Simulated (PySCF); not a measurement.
First SCF of a structure search on singlet MgH2, at a hand-made bent geometry. PySCF input:

```python
from pyscf import gto, scf, dft
mol = gto.M(atom='''
Mg     0.000000     0.000000     0.000000
H      1.400700     0.000000     0.980800
H     -1.400700     0.000000     0.980800''',
    basis={'Mg': 'def2-TZVP', 'H': 'def2-TZVP'},
    charge=0, spin=0)
mf = dft.RKS(mol, xc='PBE')
mf.grids.atom_grid = (50, 194)
aux = {'Mg': 'def2-universal-JKFIT', 'H': 'def2-universal-JKFIT'}
mf = mf.density_fit(auxbasis=aux)
mf.conv_tol = 1e-08
mf.diis_space = 10
mf.max_cycle = 60
mf.init_guess = 'minao'
mf.verbose = 4
mf.kernel()
```

Excerpt of the output (cycles and frontier levels):

```
init E= -200.949304935662
  HOMO = -0.268156383654473  LUMO = -0.0988306667511969  gap/eV = 4.60759
cycle= 1 E= -201.035126654443  delta_E= -0.0858  |g|= 0.289  |ddm|= 1.44
  HOMO = -0.145089430216107  LUMO = -0.0981623679935772  gap/eV = 1.27695
cycle= 2 E= -200.999665728912  delta_E= 0.0355  |g|= 0.367  |ddm|= 0.96
  HOMO = -0.202169251468083  LUMO = -0.0987587580574756  gap/eV = 2.81394
cycle= 3 E= -201.072683169386  delta_E= -0.073  |g|= 0.0362  |ddm|= 0.632
  HOMO = -0.198746365737838  LUMO = -0.10297337874047  gap/eV = 2.60612
cycle= 4 E= -201.073383923705  delta_E= -0.000701  |g|= 0.00815  |ddm|= 0.0513
  HOMO = -0.199044990109484  LUMO = -0.103923628337863  gap/eV = 2.58838
cycle= 5 E= -201.073391920466  delta_E= -8e-06  |g|= 0.000994  |ddm|= 0.00514
  HOMO = -0.198750628690745  LUMO = -0.103964491018244  gap/eV = 2.57926
cycle= 6 E= -201.073392165836  delta_E= -2.45e-07  |g|= 0.000389  |ddm|= 0.00156
  HOMO = -0.19885777842944  LUMO = -0.104014075458817  gap/eV = 2.58083
cycle= 7 E= -201.073392252778  delta_E= -8.69e-08  |g|= 1.53e-05  |ddm|= 0.000668
  HOMO = -0.198858758443258  LUMO = -0.104014892077378  gap/eV = 2.58083
cycle= 8 E= -201.073392252842  delta_E= -6.45e-11  |g|= 3.34e-06  |ddm|= 2.83e-05
  HOMO = -0.19885900804173  LUMO = -0.104013984794969  gap/eV = 2.58086
Extra cycle  E= -201.07339225284  delta_E= 1.79e-12  |g|= 4e-06  |ddm|= 1.47e-05
converged SCF energy = -201.07339225284
```

No lower solution of this spin was found by a stability analysis within the restricted form, which does not test spin polarisation.

The search for the lowest solution, with the stability check, took 0.7 s on 2 threads of a shared Arm Neoverse V2 host, with 44 basis functions; the process peaked at 0.24 GiB.
